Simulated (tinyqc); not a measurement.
Inside a calculation (part 2 of 2). Method: coupled-perturbed Hartree-Fock on RHF in the sto-3g basis, for BH3, spin multiplicity 1. Computed by tinyqc, a small Python program that keeps every step (integrals from PySCF). Command: `OMP_NUM_THREADS=1 python tinyqc.py 30555 30556 out.jsonl` (the two numbers bound the seeds that draw the settings). One thread of a shared host (Intel(R) Xeon(R) Processor @ 2.60GHz), about 0.1 s of CPU time with the checks.

Geometry (angstrom):
```
atom         x         y        z
B      0.00000   0.00000  0.03000
H      1.17400   0.00000  0.00000
H     -0.58700   1.01600  0.00000
H     -0.58700  -1.01600  0.00000
```

## Integrals over molecular orbitals

coefficients C:
```
             MO1       MO2       MO3       MO4       MO5       MO6       MO7       MO8
1B 1s    0.99089  -0.22893   0.00000  -0.00012  -0.01035  -0.26390   0.00207   0.00000
1B 2s    0.03737   0.55262   0.00000   0.00044   0.04687   1.50053  -0.01232   0.00000
1B 2px  -0.00001  -0.00029   0.00000   0.50832   0.00000   0.00893   1.20041   0.00000
1B 2py   0.00000   0.00000   0.50835   0.00000   0.00000   0.00000   0.00000   1.20050
1B 2pz  -0.00019  -0.00495   0.00000   0.00000   0.99899  -0.05419   0.00043   0.00000
2H 1s   -0.00645   0.27942   0.00000   0.51574  -0.01501  -0.76588  -0.99938   0.00000
3H 1s   -0.00646   0.27983   0.44652  -0.25760  -0.01500  -0.75459   0.50899  -0.87109
4H 1s   -0.00646   0.27983  -0.44652  -0.25760  -0.01500  -0.75459   0.50899   0.87109
```

core Hamiltonian H = T + V (hartree), lower triangle:
```
            1B 1s     1B 2s    1B 2px    1B 2py    1B 2pz     2H 1s     3H 1s     4H 1s
1B 1s   -13.67336
1B 2s    -3.55153  -4.71374
1B 2px    0.00003   0.00020  -3.98097
1B 2py    0.00000   0.00000   0.00000  -3.98095
1B 2pz    0.00146   0.01262  -0.00001   0.00000  -3.79494
2H 1s    -0.91766  -2.07275  -1.84629   0.00000   0.04986  -3.20520
3H 1s    -0.91896  -2.07450   0.92422  -1.59958   0.04991  -0.50057  -3.20642
4H 1s    -0.91896  -2.07450   0.92422   1.59958   0.04991  -0.50057  -0.50145  -3.20642
```

Given earlier and not repeated: Two-electron integrals (ij|kl) in chemists' order.

(pq|rs) = sum C_ip C_jq C_kr C_ls (ij|kl), one index at a time.

one-electron integrals over orbitals h = C^T H C (hartree), lower triangle:
```
           1         2         3         4         5         6         7         8
1  -13.65710
2    0.30213  -3.81602
3    0.00000   0.00000  -3.55971
4    0.00017   0.00021   0.00000  -3.55936
5    0.01497  -0.00734   0.00000  -0.00002  -3.79391
6    0.30622  -0.60135   0.00000  -0.00530   0.02596  -2.95669
7   -0.00236   0.00503   0.00000  -0.62379  -0.00019  -0.00158  -3.15146
8    0.00000   0.00000  -0.62349   0.00000   0.00000   0.00000   0.00000  -3.15141
```

Two-electron integrals over orbitals (pq|rs), unique and non-zero (hartree):
```
(11|11) 2.88558     (21|11) -0.25194    (21|21) 0.03434     (22|11) 0.60436
(22|21) -0.00869    (22|22) 0.44593     (31|31) 0.00764     (32|31) 0.01321
(32|32) 0.12168     (33|11) 0.54936     (33|21) -0.00377    (33|22) 0.44204
(33|33) 0.49498     (41|11) -0.00013    (41|21) 1.23e-05    (41|22) -2.28e-05
(41|33) -0.00422    (41|41) 0.00764     (42|11) -2.10e-05   (42|21) -1.11e-05
(42|22) -0.00017    (42|33) -0.06326    (42|41) 0.01320     (42|42) 0.12155
(43|31) -0.00421    (43|32) -0.06321    (43|43) 0.04904     (44|11) 0.54927
(44|21) -0.00377    (44|22) 0.44186     (44|33) 0.39665     (44|41) 0.00423
(44|42) 0.06333     (44|44) 0.49505     (51|11) -0.01117    (51|21) 0.00138
(51|22) -0.00097    (51|33) -0.00049    (51|41) 8.92e-07    (51|42) 1.09e-07
(51|44) -0.00049    (51|51) 0.02196     (52|11) 0.00552     (52|21) -0.00048
(52|22) -0.00125    (52|33) -0.00080    (52|41) -1.67e-07   (52|42) 2.35e-07
(52|44) -0.00080    (52|51) 0.02132     (52|52) 0.06952     (53|31) 0.00018
(53|32) -0.00106    (53|43) 0.00107     (53|53) 0.01805     (54|11) 7.38e-06
(54|21) -4.56e-07   (54|22) 1.74e-06    (54|33) 0.00108     (54|41) 0.00018
(54|42) -0.00106    (54|44) -0.00108    (54|51) 1.17e-05    (54|52) 2.61e-05
(54|54) 0.01804     (55|11) 0.74176     (55|21) -0.00992    (55|22) 0.46464
(55|33) 0.43677     (55|41) -4.55e-06   (55|42) -1.42e-05   (55|44) 0.43672
(55|51) 0.00150     (55|52) 0.00753     (55|54) 7.25e-06    (55|55) 0.58692
(61|11) -0.27738    (61|21) 0.03882     (61|22) -0.00880    (61|33) -0.00362
(61|41) 0.00012     (61|42) 0.00015     (61|44) -0.00354    (61|51) 0.00069
(61|52) -0.00129    (61|54) 1.82e-06    (61|55) -0.00766    (61|61) 0.04408
(62|11) 0.21378     (62|21) -0.00960    (62|22) 0.04150     (62|33) 0.02148
(62|41) 0.00005     (62|42) 8.99e-06    (62|44) 0.02112     (62|51) -0.00125
(62|52) -0.00049    (62|54) 1.46e-05    (62|55) 0.10603     (62|61) -0.00945
(62|62) 0.06977     (63|31) 0.00330     (63|32) -0.04257    (63|43) 0.04000
(63|53) 0.00125     (63|63) 0.05821     (64|11) 0.00171     (64|21) -4.97e-05
(64|22) 0.00045     (64|33) 0.04065     (64|41) 0.00324     (64|42) -0.04335
(64|44) -0.04019    (64|51) -1.89e-07   (64|52) 2.43e-05    (64|54) 0.00126
(64|55) 0.00083     (64|61) 1.35e-06    (64|62) 0.00089     (64|64) 0.05917
(65|11) -0.00565    (65|21) -0.00018    (65|22) -0.00312    (65|33) -0.00144
(65|41) 4.89e-06    (65|42) 3.35e-05    (65|44) -0.00141    (65|51) 0.02383
(65|52) 0.06582     (65|54) 0.00016     (65|55) 0.00085     (65|61) -0.00118
(65|62) -0.00487    (65|64) -2.46e-05   (65|65) 0.06880     (66|11) 0.62302
(66|21) -0.01165    (66|22) 0.44246     (66|33) 0.44070     (66|41) 0.00020
(66|42) 0.00167     (66|44) 0.44246     (66|51) -0.00266    (66|52) -0.00559
(66|54) -2.46e-05   (66|55) 0.46267     (66|61) -0.01146    (66|62) 0.02744
(66|64) -0.00049    (66|65) -0.00700    (66|66) 0.45990     (71|11) 0.00217
(71|21) -0.00031    (71|22) 4.06e-05    (71|33) -0.00538    (71|41) 0.01333
(71|42) 0.01982     (71|44) 0.00545     (71|51) -5.44e-06   (71|52) 9.79e-06
(71|54) 0.00035     (71|55) 0.00006     (71|61) -0.00017    (71|62) 0.00017
(71|64) 0.00596     (71|65) 1.71e-05    (71|66) 0.00041     (71|71) 0.02353
(72|11) -0.00178    (72|21) 0.00007     (72|22) -0.00035    (72|33) 0.02472
(72|41) 0.00770     (72|42) -0.00328    (72|44) -0.02509    (72|51) 9.51e-06
(72|52) 6.39e-07    (72|54) 0.00183     (72|55) -0.00087    (72|61) 0.00018
(72|62) -0.00022    (72|64) 0.04553     (72|65) 4.13e-05    (72|66) -0.00038
(72|71) 0.01292     (72|72) 0.04854     (73|31) 0.00342     (73|32) 0.05231
(73|43) -0.02389    (73|53) -0.00094    (73|63) -0.03026    (73|73) 0.03703
(74|11) 0.20238     (74|21) -0.00558    (74|22) 0.04616     (74|33) 0.05319
(74|41) -0.00346    (74|42) -0.05160    (74|44) 0.00650     (74|51) 0.00006
(74|52) 0.00315     (74|54) 0.00092     (74|55) 0.09613     (74|61) -0.00513
(74|62) 0.06674     (74|64) 0.03052     (74|65) -0.00107    (74|66) 0.02646
(74|71) -0.00564    (74|72) 0.00831     (74|74) 0.10407     (75|11) 4.19e-05
(75|21) 1.03e-06    (75|22) 1.83e-05    (75|33) -0.00201    (75|41) 0.00063
(75|42) 0.00425     (75|44) 0.00203     (75|51) -0.00019    (75|52) -0.00053
(75|54) 0.01624     (75|55) -9.02e-06   (75|61) 1.72e-05    (75|62) 4.24e-05
(75|64) -0.00158    (75|65) -0.00038    (75|66) 0.00011     (75|71) 0.00105
(75|72) 0.00057     (75|74) -0.00180    (75|75) 0.02018     (76|11) 0.00041
(76|21) 6.02e-06    (76|22) -2.28e-05   (76|33) -0.05759    (76|41) 0.01321
(76|42) 0.10905     (76|44) 0.05793     (76|51) 1.82e-05    (76|52) 0.00005
(76|54) -0.00142    (76|55) 0.00008     (76|61) 0.00018     (76|62) 0.00008
(76|64) -0.04681    (76|65) 0.00008     (76|66) 0.00176     (76|71) 0.02075
(76|72) -0.00969    (76|74) -0.05297    (76|75) 0.00378     (76|76) 0.11155
(77|11) 0.68527     (77|21) -0.01002    (77|22) 0.46049     (77|33) 0.42787
(77|41) -0.00116    (77|42) 0.02605     (77|44) 0.49118     (77|51) -0.00032
(77|52) 0.00114     (77|54) -0.00115    (77|55) 0.47841     (77|61) -0.00941
(77|62) 0.04407     (77|64) -0.03600    (77|65) -0.00077    (77|66) 0.46832
(77|71) -0.00292    (77|72) -0.03162    (77|74) 0.04338     (77|75) 0.00058
(77|76) 0.02782     (77|77) 0.53006     (81|31) 0.01333     (81|32) 0.01982
(81|43) -0.00539    (81|53) 0.00035     (81|63) 0.00604     (81|73) 0.00559
(81|81) 0.02353     (82|31) 0.00769     (82|32) -0.00338    (82|43) 0.02494
(82|53) 0.00183     (82|63) 0.04543     (82|73) -0.00957    (82|81) 0.01291
(82|82) 0.04856     (83|11) 0.20233     (83|21) -0.00559    (83|22) 0.04599
(83|33) 0.00623     (83|41) 0.00344     (83|42) 0.05197     (83|44) 0.05350
(83|51) 0.00006     (83|52) 0.00315     (83|54) -0.00092    (83|55) 0.09609
(83|61) -0.00504    (83|62) 0.06663     (83|64) -0.02977    (83|65) -0.00104
(83|66) 0.02809     (83|71) 0.00568     (83|72) -0.00973    (83|74) 0.03585
(83|75) 0.00183     (83|76) 0.05375     (83|77) 0.06355     (83|83) 0.10454
(84|31) 0.00345     (84|32) 0.05198     (84|43) -0.02357    (84|53) -0.00093
(84|63) -0.02981    (84|73) 0.03257     (84|81) 0.00565     (84|82) -0.00920
(84|84) 0.03655     (85|31) 0.00063     (85|32) 0.00425     (85|43) -0.00201
(85|53) 0.01624     (85|63) -0.00155    (85|73) 0.00184     (85|81) 0.00105
(85|82) 0.00057     (85|84) 0.00183     (85|85) 0.02017     (86|31) 0.01323
(86|32) 0.10868     (86|43) -0.05713    (86|53) -0.00140    (86|63) -0.04539
(86|73) 0.05372     (86|81) 0.02079     (86|82) -0.00927    (86|84) 0.05337
(86|85) 0.00376     (86|86) 0.11065     (87|31) 0.00085     (87|32) -0.02865
(87|43) 0.03299     (87|53) 0.00119     (87|63) 0.03737     (87|73) -0.01178
(87|81) 0.00251     (87|82) 0.03150     (87|84) -0.01147    (87|85) -0.00066
(87|86) -0.02968    (87|87) 0.03491     (88|11) 0.68526     (88|21) -0.01002
(88|22) 0.46056     (88|33) 0.49209     (88|41) 0.00095     (88|42) -0.02780
(88|44) 0.42691     (88|51) -0.00032    (88|52) 0.00114     (88|54) 0.00118
(88|55) 0.47842     (88|61) -0.00936    (88|62) 0.04452     (88|64) 0.03764
(88|65) -0.00078    (88|66) 0.46744     (88|71) 0.00274     (88|72) 0.03104
(88|74) 0.06416     (88|75) -0.00063    (88|76) -0.02917    (88|77) 0.46251
(88|83) 0.04225     (88|88) 0.53096
```

## Response to a field: uncoupled start

orbital energies (hartree): MO1 -7.41514, MO2 -0.67114, MO3 -0.46699, MO4 -0.46698, MO5 0.23829, MO6 0.70937, MO7 0.76499, MO8 0.76506

dipole integrals <a|y|i> (bohr):
```
         i1        i2        i3       i4
a5  0.00000   0.00000  -0.00953  0.00000
a6  0.00000   0.00000  -0.70196  0.00000
a7  0.00000   0.00000   0.72199  0.00000
a8  0.10797  -0.21704   0.00000  0.71641
```

Field along y; U_ai = -mu_ai / (e_a - e_i), alpha = -4 sum U_ai mu_ai.

uncoupled U:
```
          i1       i2        i3        i4
a5   0.00000  0.00000   0.01352   0.00000
a6   0.00000  0.00000   0.59672   0.00000
a7   0.00000  0.00000  -0.58604   0.00000
a8  -0.01320  0.15112   0.00000  -0.58148
```

uncoupled polarisability = 5.17168 bohr^3

## Coupled step 1

U_ai = -(mu_ai + sum_bj [4 (ai|bj) - (ab|ij) - (aj|bi)] U_bj) / (e_a - e_i); alpha = -4 sum U_ai mu_ai.

U after step 1:
```
          i1       i2        i3        i4
a5   0.00000  0.00000   0.01520   0.00000
a6   0.00000  0.00000   0.69846   0.00000
a7   0.00000  0.00000  -0.69148   0.00000
a8  -0.01399  0.18215   0.00000  -0.68616
```

polarisability = 6.08918 bohr^3

## Coupled step 2

As before.

U after step 2:
```
          i1       i2        i3        i4
a5   0.00000  0.00000   0.01514   0.00000
a6   0.00000  0.00000   0.71545   0.00000
a7   0.00000  0.00000  -0.71063   0.00000
a8  -0.01402  0.18855   0.00000  -0.70518
```

polarisability = 6.25224 bohr^3

## Coupled polarisability

Repeat until U stops changing; compare with -d2E/dF2.

Course of the coupled iterations:
```
step  alpha (bohr^3)
0            5.17168
1            6.08918
2            6.25224
3            6.28127
4            6.28646
5            6.28738
6            6.28755
7            6.28758
8            6.28759
9            6.28759
10           6.28759
11           6.28759
12           6.28759
13           6.28759
14           6.28759
15           6.28759
16           6.28759
17           6.28759
18           6.28759
19           6.28759
20           6.28759
```

coupled polarisability = 6.28759 bohr^3

finite-field check, fields of +/-0.001 au = 6.28759 bohr^3
